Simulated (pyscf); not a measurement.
Structures and frequencies: ωB97X-D3(BJ)/def2-SVP in PySCF. Correlated levels are frozen-core, on RHF or UHF. ΔMP2 is the change of the MP2 total energy from the triple- to the quadruple-zeta basis.

Problem. How much does it cost (ΔH, 298 K, CCSD(T)/def2-TZVPP + ΔMP2(QZVPP)) to split `[CH3][Au]` at its Au–C bond into CH₃• + Au•?

Solution. Au–C to CH₃• + Au•: 62.5 kcal/mol. The CCSD(T) − MP2 part came from Ansatz, without density fitting, on the same reference. The frozen core leaves the outer d or s,p core shells of the metals and heavy elements correlated in the MP2 and CC values, and def2-TZVPP describes them poorly, which can shift differences by a few kcal/mol. Open-shell species with a d-block atom are single-reference here; other states, and whether the spin sits on metal or ligand, were not checked. Elements past Kr carry the def2 core potentials, without spin-orbit coupling.
